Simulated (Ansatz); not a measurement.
Nb (bcc, W type): values from a third-order Birch-Murnaghan fit to a volume scan beside measured ones. Computed values: PBE (plane waves to 420 eV, PAW, scalar-relativistic; Ansatz, a quantum-chemistry and plane-wave program). Nb is run without spin polarisation. Nb was relaxed with its symmetry unable to fall.

```tsv
quantity	reference	kind
Lattice constant a (Å)	3.294	measured, corrected to the static lattice
Bulk modulus B₀ (GPa)	173.2	measured, corrected to the static lattice
```

References as given in: Daniel Mejia-Rodriguez, S. B. Trickey, Physical Review B (2018), arXiv:1807.09216.

Task: Estimate the PBE values and the sign and size of each difference.

Result: 
| quantity | PBE | difference |
|---|---|---|
| Lattice constant a (Å) | 3.310 | +0.5 % |
| Bulk modulus B₀ (GPa) | 170 | -2.0 % |

PBE overestimates the lattice constant a by 0.5 %. For the bulk modulus B₀ it lies within 5 % of the reference.

(A scan under strain: stresses follow from slopes of the energy per volume, elastic moduli from its curvatures.)
